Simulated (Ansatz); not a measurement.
Basis-set limit of Al2H2, quintet

```xyz
4

Al    0.0000    0.0000    1.1500
Al    0.0000    0.0000   -1.1500
H     0.0000    0.0000    2.7245
H     0.0000    0.0000   -2.7245
```

Connectivity, by distances: AlH–AlH.

Ansatz 0.2.0, UHF determinant, valence electrons correlated. Energies in eV.

```
       set  X  functions  Hartree–Fock  MP2 correlation  CCSD(T) correlation                                                                                                            time
def2-TZVPP  3        112   -13191.5811          -2.8422              -3.9256  9 s on 1 × NVIDIA H100 80GB HBM3 with 1 thread of AMD EPYC 7R13 Processor (Zen 3), with other jobs on the host
def2-QZVPP  4        200   -13191.9650          -3.0331              -4.0885            19 s on 1 × NVIDIA H100 80GB HBM3 with 1 thread of AMD EPYC 7R13 Processor (Zen 3), on a shared host
```

Hartree–Fock is taken to follow E(X) = E∞ + A·exp(−7.88·√X), correlation E(X) = E∞ + B·X^−2.97.

Cautions: another spin lies lower; strong correlation.

Problem. Work out the CCSD(T) energy at the limit, and how far the shortcut misses it that extrapolates MP2 and adds CCSD(T) minus MP2 from the smaller set.

Solution. Hartree–Fock: E∞ = E4 + 0.1377·(E4 − E3) = -13192.0179. Correlation: E∞ = E4 + 0.7407·(E4 − E3) = -4.2092 for CCSD(T) and -3.1745 for MP2. The limit is -13196.2270 eV, 0.174 eV below def2-QZVPP. The shortcut gives a correlation energy of -3.1745 + (-1.0834) = -4.2579, 49 meV lower than the direct value.

Past Ne part of the Hartree–Fock step between the two sets comes from the cores, which don't follow the formula, so the 53 meV that it adds to the total can overshoot; that part largely cancels in differences.
